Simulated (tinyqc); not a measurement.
Inside a calculation. Method: G0W0 on RHF in the sto-3g basis, for OH-, spin multiplicity 1. The basis has no diffuse functions, so it cannot describe the extra electron: this is an exercise in the method, not the real anion. Computed by tinyqc, a small Python program that keeps every step (integrals from PySCF). Settings: charge = -1, multiplicity = 1, basis = sto-3g, method = RHF, energy threshold = 1e-10, iteration cap = 80, orthogonalisation = symmetric, start = atomic densities, DIIS depth = 6. Command: `OMP_NUM_THREADS=1 python tinyqc.py 20517 20518 out.jsonl` (the two numbers bound the seeds that draw the settings). One thread of a shared host (Intel(R) Xeon(R) Processor @ 2.60GHz), about 0.09 s of CPU time with the checks. The early iterations of the SCF are left out here.

## One-electron integrals

Geometry (angstrom):
```
atom        x        y        z
O     0.00000  0.00000  0.00000
H     0.00000  0.00000  1.03700
```

Basis sto-3g: exponents (1/bohr^2) and contraction coefficients of normalised primitives:
```
element  l (shell)   exponent  coefficient
O            s (1)  130.70932      0.15433
O            s (1)   23.80886      0.53533
O            s (1)    6.44361      0.44463
O            s (2)    5.03315     -0.09997
O            s (2)    1.16960      0.39951
O            s (2)    0.38039      0.70012
O            p (3)    5.03315      0.15592
O            p (3)    1.16960      0.60768
O            p (3)    0.38039      0.39196
H            s (1)    3.42525      0.15433
H            s (1)    0.62391      0.53533
H            s (1)    0.16886      0.44463
```

Overlap, kinetic and nuclear-attraction integrals over the contracted functions; the nuclear repulsion is the sum of Za Zb / Rab.

nuclear repulsion = 4.0823700 hartree

overlap S:
```
          1O 1s    1O 2s   1O 2px   1O 2py   1O 2pz    2H 1s
1O 1s   1.00000  0.23670  0.00000  0.00000  0.00000  0.04463
1O 2s   0.23670  1.00000  0.00000  0.00000  0.00000  0.42396
1O 2px  0.00000  0.00000  1.00000  0.00000  0.00000  0.00000
1O 2py  0.00000  0.00000  0.00000  1.00000  0.00000  0.00000
1O 2pz  0.00000  0.00000  0.00000  0.00000  1.00000  0.36454
2H 1s   0.04463  0.42396  0.00000  0.00000  0.36454  1.00000
```

kinetic energy T (hartree):
```
           1O 1s     1O 2s   1O 2px   1O 2py   1O 2pz     2H 1s
1O 1s   29.00320  -0.16801  0.00000  0.00000  0.00000  -0.00676
1O 2s   -0.16801   0.80813  0.00000  0.00000  0.00000   0.09363
1O 2px   0.00000   0.00000  2.52873  0.00000  0.00000   0.00000
1O 2py   0.00000   0.00000  0.00000  2.52873  0.00000   0.00000
1O 2pz   0.00000   0.00000  0.00000  0.00000  2.52873   0.22662
2H 1s   -0.00676   0.09363  0.00000  0.00000  0.22662   0.76003
```

nuclear attraction V (hartree):
```
            1O 1s     1O 2s    1O 2px    1O 2py    1O 2pz     2H 1s
1O 1s   -61.12875  -7.30387   0.00000   0.00000  -0.01323  -1.41407
1O 2s    -7.30387  -9.55817   0.00000   0.00000  -0.15945  -3.16574
1O 2px    0.00000   0.00000  -9.45067   0.00000   0.00000   0.00000
1O 2py    0.00000   0.00000   0.00000  -9.45067   0.00000   0.00000
1O 2pz   -0.01323  -0.15945   0.00000   0.00000  -9.55453  -2.45010
2H 1s    -1.41407  -3.16574   0.00000   0.00000  -2.45010  -5.20051
```

core Hamiltonian H = T + V (hartree):
```
            1O 1s     1O 2s    1O 2px    1O 2py    1O 2pz     2H 1s
1O 1s   -32.12555  -7.47188   0.00000   0.00000  -0.01323  -1.42084
1O 2s    -7.47188  -8.75005   0.00000   0.00000  -0.15945  -3.07211
1O 2px    0.00000   0.00000  -6.92193   0.00000   0.00000   0.00000
1O 2py    0.00000   0.00000   0.00000  -6.92193   0.00000   0.00000
1O 2pz   -0.01323  -0.15945   0.00000   0.00000  -7.02580  -2.22348
2H 1s    -1.42084  -3.07211   0.00000   0.00000  -2.22348  -4.44048
```

## Two-electron integrals

Functions are numbered as in S; the eight-fold symmetry (ij|kl) = (ji|kl) = (kl|ij) leaves the list below.

Two-electron integrals (ij|kl) in chemists' order, unique and non-zero (hartree):
```
(11|11) 4.78507   (21|11) 0.74138   (21|21) 0.13687   (22|11) 1.11895
(22|21) 0.25663   (22|22) 0.81721   (31|31) 0.02448   (32|31) 0.03781
(32|32) 0.18052   (33|11) 1.11581   (33|21) 0.25668   (33|22) 0.81702
(33|33) 0.88016   (41|41) 0.02448   (42|41) 0.03781   (42|42) 0.18052
(43|43) 0.04744   (44|11) 1.11581   (44|21) 0.25668   (44|22) 0.81702
(44|33) 0.78527   (44|44) 0.88016   (51|51) 0.02448   (52|51) 0.03781
(52|52) 0.18052   (53|53) 0.04744   (54|54) 0.04744   (55|11) 1.11581
(55|21) 0.25668   (55|22) 0.81702   (55|33) 0.78527   (55|44) 0.78527
(55|55) 0.88016   (61|11) 0.14173   (61|21) 0.02595   (61|22) 0.04837
(61|33) 0.04827   (61|44) 0.04827   (61|51) 0.00120   (61|52) 0.00225
(61|55) 0.04856   (61|61) 0.00498   (62|11) 0.35096   (62|21) 0.08153
(62|22) 0.28818   (62|33) 0.28324   (62|44) 0.28324   (62|51) 0.00613
(62|52) 0.04716   (62|55) 0.29780   (62|61) 0.01577   (62|62) 0.12669
(63|31) 0.00846   (63|32) 0.04950   (63|53) 0.00975   (63|63) 0.01788
(64|41) 0.00846   (64|42) 0.04950   (64|54) 0.00975   (64|64) 0.01788
(65|11) 0.25538   (65|21) 0.06008   (65|22) 0.22676   (65|33) 0.21651
(65|44) 0.21651   (65|51) 0.01241   (65|52) 0.08456   (65|55) 0.24700
(65|61) 0.01213   (65|62) 0.12110   (65|65) 0.13230   (66|11) 0.49623
(66|21) 0.11715   (66|22) 0.47542   (66|33) 0.45631   (66|44) 0.45631
(66|51) 0.01123   (66|52) 0.11976   (66|55) 0.51303   (66|61) 0.02285
(66|62) 0.26516   (66|65) 0.28928   (66|66) 0.77461
```

## Orthogonalisation

S = U s U^T; symmetric (Loewdin) form X = U s^(-1/2) U^T, so that X^T S X = 1.

eigenvalues of S: 0.42316  0.83951  1.00000  1.00000  1.13311  1.60422

X:
```
           1O 1s     1O 2s   1O 2px   1O 2py    1O 2pz     2H 1s
1O 1s    1.02299  -0.13188  0.00000  0.00000  -0.00769   0.02228
1O 2s   -0.13188   1.11435  0.00000  0.00000   0.07775  -0.27292
1O 2px   0.00000   0.00000  1.00000  0.00000   0.00000   0.00000
1O 2py   0.00000   0.00000  0.00000  1.00000   0.00000   0.00000
1O 2pz  -0.00769   0.07775  0.00000  0.00000   1.06540  -0.23038
2H 1s    0.02228  -0.27292  0.00000  0.00000  -0.23038   1.15489
```

## Iteration 7 (converged): orbitals

converged F (hartree):
```
            1O 1s     1O 2s   1O 2px   1O 2py    1O 2pz     2H 1s
1O 1s   -19.39473  -4.97388  0.00000  0.00000  -0.02199  -0.95498
1O 2s    -4.97388  -1.77989  0.00000  0.00000  -0.03694  -0.64296
1O 2px    0.00000   0.00000  0.23917  0.00000   0.00000   0.00000
1O 2py    0.00000   0.00000  0.00000  0.23917   0.00000   0.00000
1O 2pz   -0.02199  -0.03694  0.00000  0.00000   0.46276  -0.29834
2H 1s    -0.95498  -0.64296  0.00000  0.00000  -0.29834  -0.06505
```

Diagonalise F' = X^T F X, C = X C', fill 5 alpha and 5 beta electrons from the bottom; D = 2 C_occ C_occ^T. Each column has its largest component positive (the first on a tie).

F' = X^T F X (hartree):
```
           1         2        3        4         5         6
1  -19.02492  -2.65030  0.00000  0.00000  -0.05500  -0.12239
2   -2.65030  -0.75865  0.00000  0.00000   0.15280  -0.45207
3    0.00000   0.00000  0.23917  0.00000   0.00000   0.00000
4    0.00000   0.00000  0.00000  0.23917   0.00000   0.00000
5   -0.05500   0.15280  0.00000  0.00000   0.67620  -0.53109
6   -0.12239  -0.45207  0.00000  0.00000  -0.53109   0.36658
```

orbital energies (hartree): MO1 -19.40349, MO2 -0.58329, MO3 0.07222, MO4 0.23917, MO5 0.23917, MO6 1.17377

coefficients C:
```
             MO1       MO2       MO3       MO4      MO5       MO6
1O 1s    0.99434  -0.24009   0.10565   0.00000  0.00000   0.08328
1O 2s    0.02408   0.88511  -0.54763   0.00000  0.00000  -0.50578
1O 2px   0.00000   0.00000   0.00000   0.97556  0.21975   0.00000
1O 2py   0.00000   0.00000   0.00000  -0.21975  0.97556   0.00000
1O 2pz   0.00319   0.04695   0.53098   0.00000  0.00000  -0.95400
2H 1s   -0.00598   0.25317   0.69385   0.00000  0.00000   0.95722
```

D after iteration 7:
```
           1O 1s     1O 2s   1O 2px   1O 2py    1O 2pz     2H 1s
1O 1s    2.11502  -0.49284  0.00000  0.00000   0.09599   0.01314
1O 2s   -0.49284   2.16778  0.00000  0.00000  -0.49829  -0.31207
1O 2px   0.00000   0.00000  2.00000  0.00000   0.00000   0.00000
1O 2py   0.00000   0.00000  0.00000  2.00000   0.00000   0.00000
1O 2pz   0.09599  -0.49829  0.00000  0.00000   0.56830   0.76057
2H 1s    0.01314  -0.31207  0.00000  0.00000   0.76057   1.09112
```

Within a degenerate level the vectors are fixed only up to a rotation; this is one choice.

## Convergence

Stop when the energy changes by less than 1e-10 hartree and every element of the error matrix X^T (F D S - S D F) X is below 3e-06.

Course of the cycle:
```
iteration  E (hartree)     change  largest element of the error matrix
1          -79.2420750          -                             1.18e+00
2          -74.0497942   5.19e+00                             1.54e-01
3          -74.0640909  -1.43e-02                             1.50e-02
4          -74.0643506  -2.60e-04                             2.42e-03
5          -74.0643551  -4.52e-06                             4.54e-05
6          -74.0643551  -1.81e-09                             4.19e-07
7          -74.0643551  -1.42e-13                             6.66e-10
```

PySCF RHF in the same basis = -74.0643551 hartree

Converged in 7 iterations.

## Integrals over molecular orbitals

(pq|rs) = sum C_ip C_jq C_kr C_ls (ij|kl), one index at a time.

one-electron integrals over orbitals h = C^T H C (hartree):
```
           1         2         3         4         5         6
1  -32.10808   0.59118  -0.25063   0.00000   0.00000  -0.19889
2    0.59118  -7.10110   0.71722   0.00000   0.00000   0.99959
3   -0.25063   0.71722  -5.65747   0.00000   0.00000   1.40817
4    0.00000   0.00000   0.00000  -6.92193   0.00000   0.00000
5    0.00000   0.00000   0.00000   0.00000  -6.92193   0.00000
6   -0.19889   0.99959   1.40817   0.00000   0.00000  -5.63741
```

Two-electron integrals over orbitals (pq|rs), unique and non-zero (hartree):
```
(11|11) 4.74588    (21|11) -0.43173   (21|21) 0.06169    (22|11) 1.01707
(22|21) -0.01591   (22|22) 0.72462    (31|11) 0.18923    (31|21) -0.02618
(31|22) 0.01150    (31|31) 0.02024    (32|11) -0.19183   (32|21) 0.00836
(32|22) -0.03549   (32|31) 0.01047    (32|32) 0.14637    (33|11) 0.79857
(33|21) -0.00819   (33|22) 0.62798    (33|31) -0.00215   (33|32) -0.01584
(33|33) 0.64800    (41|41) 0.02600    (42|41) 0.03323    (42|42) 0.14940
(43|41) -0.01349   (43|42) -0.05131   (43|43) 0.04283    (44|11) 1.11534
(44|21) -0.01256   (44|22) 0.75249    (44|31) 0.00549    (44|32) -0.10275
(44|33) 0.62022    (44|44) 0.88016    (51|51) 0.02600    (52|51) 0.03323
(52|52) 0.14940    (53|51) -0.01349   (53|52) -0.05131   (53|53) 0.04283
(54|54) 0.04744    (55|11) 1.11534    (55|21) -0.01256   (55|22) 0.75249
(55|31) 0.00549    (55|32) -0.10275   (55|33) 0.62022    (55|44) 0.78527
(55|55) 0.88016    (61|11) 0.15010    (61|21) -0.02307   (61|22) -0.00062
(61|31) -0.00378   (61|32) -0.02286   (61|33) 0.01107    (61|44) 0.00408
(61|55) 0.00408    (61|61) 0.02884    (62|11) -0.20890   (62|21) 0.00454
(62|22) -0.10546   (62|31) -0.01718   (62|32) -0.02709   (62|33) -0.00622
(62|44) -0.11151   (62|55) -0.11151   (62|61) 0.01982    (62|62) 0.10851
(63|11) -0.28071   (63|21) 0.00447    (63|22) -0.11032   (63|31) 0.00374
(63|32) 0.12053    (63|33) -0.04534   (63|44) -0.15749   (63|55) -0.15749
(63|61) -0.01028   (63|62) 0.03774    (63|63) 0.16703    (64|41) -0.00994
(64|42) -0.03980   (64|43) -0.00916   (64|64) 0.03834    (65|51) -0.00994
(65|52) -0.03980   (65|53) -0.00916   (65|65) 0.03834    (66|11) 0.94313
(66|21) -0.01094   (66|22) 0.67991    (66|31) 0.01449    (66|32) 0.02662
(66|33) 0.64124    (66|44) 0.66592    (66|55) 0.66592    (66|61) -0.01031
(66|62) -0.08652   (66|63) -0.04587   (66|66) 0.71933
```

## Screening: direct RPA

With D = e_a - e_i and K = (ia|jb): diagonalise D^(1/2) (D + 4K) D^(1/2) = Z w^2 Z^T; X + Y = D^(1/2) Z w^(-1/2), each column of Z with its largest component positive (the first on a tie); E_c = (sum w - tr (D + 2K)) / 2.

D^(1/2) (D + 4K) D^(1/2) (hartree^2):
```
           1>6      2>6       3>6      4>6      5>6
1>6  425.79713  0.47675  -0.19569  0.00000  0.00000
2>6    0.47675  3.84989   0.21003  0.00000  0.00000
3>6   -0.19569  0.21003   1.94938  0.00000  0.00000
4>6    0.00000  0.00000   0.00000  1.01679  0.00000
5>6    0.00000  0.00000   0.00000  0.00000  1.01679
```

excitation energies w (hartree): 1.00836  1.00836  1.38791  1.96783  20.63487

X + Y:
```
           1         2         3         4         5
1>6  0.00000   0.00000   0.00224  -0.00347   0.99860
2>6  0.00000   0.00000  -0.12228   0.93933   0.00033
3>6  0.00000   0.00000   0.88561   0.08131  -0.00011
4>6  0.01489   0.96261   0.00000   0.00000   0.00000
5>6  0.96261  -0.01489   0.00000   0.00000   0.00000
```

RPA correlation energy = -0.0299186 hartree

Within a degenerate level the vectors are fixed only up to a rotation; this is one choice.

## G0W0 on Hartree-Fock: HOMO

W(p,q,m) = sqrt2 sum_ia (pq|ia) (X+Y)_ia,m; Sigma_c(x) = sum_(i,m) W^2/(x - e_i + w_m) + sum_(a,m) W^2/(x - e_a - w_m); solve x = e_p + Sigma_c(x) by Newton steps; Z = 1/(1 - dSigma/dx); 1 hartree = 27.211386 eV.

The 12 largest terms at x = e_p (hartree; W for the signs of X + Y given):
```
q  m         W       term
5  3  -0.17795    0.02282
5  4  -0.16626    0.01405
2  1  -0.05418    0.00160
6  1   0.05219   -0.00140
3  1  -0.01246    0.00013
1  1  -0.01353   8.86e-06
5  5   0.00573   1.59e-06
2  2   0.00084   3.84e-07
6  2  -0.00081  -3.36e-07
3  2   0.00019   3.16e-08
1  2   0.00021   2.12e-09
```

Newton steps (hartree):
```
step        x  Sigma_c(x)        Z
0     0.23917     0.03721  0.97534
1     0.27546     0.03631  0.97638
2     0.27548     0.03631  0.97638
```

quasiparticle energy of the HOMO = 7.49623 eV

Hartree-Fock value = 6.50822 eV

## G0W0 on Hartree-Fock: LUMO

As before.

The 12 largest terms at x = e_p (hartree; W for the signs of X + Y given):
```
q  m         W      term
3  3   0.20264   0.01649
6  4  -0.12016  -0.00734
2  4   0.14839   0.00591
3  4   0.06939   0.00157
4  2   0.05219   0.00140
5  1   0.05219   0.00140
6  3  -0.04253  -0.00130
2  3   0.02857   0.00026
1  5   0.04074  4.03e-05
2  5   0.02804  3.51e-05
1  4   0.02501  2.77e-05
1  3  -0.01621  1.20e-05
```

Newton steps (hartree):
```
step        x  Sigma_c(x)        Z
0     1.17377     0.01851  0.98530
1     1.19201     0.01824  0.98535
2     1.19201     0.01824  0.98535
```

quasiparticle energy of the LUMO = 32.43633 eV

Hartree-Fock value = 31.93996 eV
